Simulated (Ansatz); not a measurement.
For zinc-blende GaN (metastable phase), HSE06 (Ansatz, a first-principles code, PAW) gives:

* **equilibrium lattice constant a**: 4.498 Å
* **bulk modulus B0**: 198 GPa
* **band gap**: 3.00 eV

Q: What does Hartree–Fock (plane waves, PAW; Ansatz) give for the same quantities?

A: 
- lattice constant a: 4.502 Å (increases by 0.1 %)
- bulk modulus: 221 GPa (grows by 12 %)
- band gap: 10.49 eV (grows by 7.49 eV)

For comparison: lattice constant a 4.5 Å (measured, 300 K, no zero-point or thermal correction; as tabulated in Vurgaftman et al. (2001), doi:10.1063/1.1368156); band gap 3.48 eV (measured, zero-point renormalisation of 0.176 eV (computed, arXiv:2011.12765) added back here; inputs from Vurgaftman et al. (2001), doi:10.1063/1.1368156).

Changes are worked out from the printed values.

Unless a cell is named, each level is at its own relaxed cell (HSE06 11.37, Hartree–Fock 11.41 Å³/atom).

Levels without +SOC have no spin–orbit coupling; where heavier elements are present it shifts gaps, mostly down, and can invert bands. Density-functional gaps are differences of (generalised) Kohn–Sham levels.

Ansatz's density-functional and Hartree–Fock values are scalar-relativistic unless marked +SOC, with PAW data made under PBE.
